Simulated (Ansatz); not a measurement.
## [PO2]+ (SMILES O=[P+]=O): the vertical ionisation energy from total energies

[PO2]+ has 3 atoms, charge +1, and is taken as a singlet. SMILES: `O=[P+]=O`. The shape is that of a GFN2-xTB optimisation.

```tsv
atom	x (Å)	y (Å)	z (Å)
O	0.7923	1.0259	0.5482
P	0.0002	-0.0002	0.0003
O	-0.7925	-1.0257	-0.5485
```

Both states at this one shape; open shells run unrestricted unless said. 1 Eh = 27.2114 eV.

| level | program | singlet [PO2]+ (Eh) | doublet [PO2]2+ (Eh) |
| --- | --- | --- | --- |
| r2SCAN/STO-3G | Ansatz | -485.375862 | -484.645971 |
| B2PLYP/STO-3G, 7 core orbitals frozen | Ansatz | -485.122440 | -484.398516 |

**Question.** Work out the vertical ionisation energy at each level.

**Answer.** 
1. r2SCAN/STO-3G: -484.645971 − (-485.375862) = 0.729891 Eh = 19.86 eV.
2. B2PLYP/STO-3G: -484.398516 − (-485.122440) = 0.723924 Eh = 19.70 eV.

No measured value is set beside it here; the levels span 19.70 to 19.86 eV. Minimal sets are far from the basis-set limit. The second state is spin-contaminated at B2PLYP/STO-3G (⟨S²⟩ = 0.93).
